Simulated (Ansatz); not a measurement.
Ideal-gas functions of AlBFH3, SMILES `F[BH][AlH2]` at 298.15 K and 1 bar, from an Ansatz frequency run at PBE0-D4/def2-TZVP.

Molar mass 59.82 g/mol, point group Cs (symmetry number 1), electronic degeneracy 1, moments of inertia 12.48, 123.878, 128.84 u Å². Harmonic wavenumbers (cm⁻¹, unscaled): 109, 201, 333, 479, 602, 765, 777, 1115, 1277, 1901, 1906, 2517.

Use S(trans) = R[1.5 ln M + 2.5 ln T − 1.1517]; rotational temperatures θ = 24.2544 K / I; S(rot) = R[ln(√π/σ · √(T³/θAθBθC)) + 1.5]; for each mode x = 1.438777 ν̃/T, S = R[x/(eˣ − 1) − ln(1 − e⁻ˣ)] and H = RT x/(eˣ − 1); 1 cm⁻¹ = 0.0119627 kJ/mol; R = 8.31446 J/(mol·K).

Task: By hand: the entropy, in J/(mol·K).

Result: Translation 159.9. Rotation: θ = 1.9435, 0.1958, 0.1883 K, giving 99.2. Vibration, mode by mode: 13.75, 8.89, 5.21, 2.98, 1.87, 0.99, 0.95, 0.25, 0.13, 0.01, 0.01, 0.00, in all 35.0. Electronic 0.0. Sum 294.1 J/(mol·K).

Task: By hand: H − E and G − E in kJ/mol, counted from the electronic energy.

Result: Zero-point energy ½ × 11982 × 0.0119627 = 71.7; thermal vibration 6.0; translation, rotation and pV give 4 RT = 9.9. H − E = 87.6 kJ/mol, and G − E = 87.6 − 298.15 × 294.1/1000 = -0.1 kJ/mol.

Vibration gives 12 % of the entropy, 13.8 J/(mol·K) of it from the mode under 150 cm⁻¹: soft modes count most, and the harmonic formula is weakest for them.
